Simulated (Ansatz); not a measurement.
**Europium, bcc: convergence with Methfessel-Paxton smearing**

Computed with Ansatz, PBE, scalar-relativistic PAW, on the relaxed cell (a = 4.388 Å; ferromagnetic, net 7.27 μB per atom). Errors count from a run at 420 eV on a Γ-centred 13×13×13 mesh with Fermi-Dirac smearing of 0.05 eV, extrapolated to zero width. Fixed here: cutoff 420 eV, mesh 10×10×10.

```
width (eV)  E(σ→0) error (meV/atom)  F error (meV/atom)  P (GPa)  sphere moment (μB)  SCF iterations
      0.01                      1.8                 1.8    -0.22                7.02              17
      0.03                      1.7                 1.7    -0.16                7.02              16
       0.1                      1.4                 1.2    -0.08                7.03              18
       0.2                     -9.0                 4.5    -0.02                7.12              21
       0.3                     12.1                35.8    -0.11                7.10              20
       0.6                     82.8               111.6    -0.11                7.07              25
       1.0                    146.4               161.6    -0.07                7.11              25
```
